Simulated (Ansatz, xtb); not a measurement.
## CH5BN+: where a starting geometry ends

The starting geometry of this gas-phase singlet was built from a drawn formula by distance geometry and a force field; its bonds are those of `[CH2+]BN`.

```yaml
atoms:
  - { symbol: C, position_ang: [0.0870, -1.9300, -1.5596] }
  - { symbol: B, position_ang: [-0.2062, -1.0158, -0.3295] }
  - { symbol: N, position_ang: [0.8136, -0.0428, 0.1568] }
  - { symbol: H, position_ang: [-0.6635, -2.6322, -1.9454] }
  - { symbol: H, position_ang: [1.0626, -1.9293, -2.0335] }
  - { symbol: H, position_ang: [-1.3170, -1.0527, 0.1337] }
  - { symbol: H, position_ang: [1.6771, -0.6444, 0.4339] }
  - { symbol: H, position_ang: [1.0813, 0.5801, -0.5812] }
```

Task: Predict what becomes of its bonds when it is optimised with r2SCAN-D4/def2-SVP.

Result: It rearranges to `CB=[NH2+]`. Distances that change by over a tenth: B2–N3 (1.49 → 1.33 Å). Contacts that open: B2–H6 (1.20 → 2.11 Å). Contacts that close: C1–H6 (2.37 → 1.11 Å).

The energy falls by 4.90 eV over 26 steps:

| step | E − E(last) (eV) |
| --- | --- |
| 1 | 4.903 |
| 4 | 3.448 |
| 7 | 2.608 |
| 9 | 2.506 |
| 12 | 2.473 |
| 15 | 2.207 |
| 18 | 1.180 |
| 20 | 0.272 |
| 23 | 0.024 |
| 26 | 0.000 |

Final geometry (Å):

```xyz
8

C    -0.2645   -2.0774   -1.1690
B     0.4541   -0.8881   -0.6431
N     1.0796    0.1801   -0.1564
H    -0.5146   -1.9653   -2.2383
H     0.3099   -3.0060   -1.0053
H    -1.2181   -2.1743   -0.6107
H     1.9991    0.4902   -0.4827
H     0.6894    0.7736    0.5808
```

From the same start GFN2-xTB reaches the same bonding as this run.

The end wasn't checked by frequencies. Run with Ansatz 0.2.0, 30 s on 2 threads of Arm Neoverse V1 (shared host).
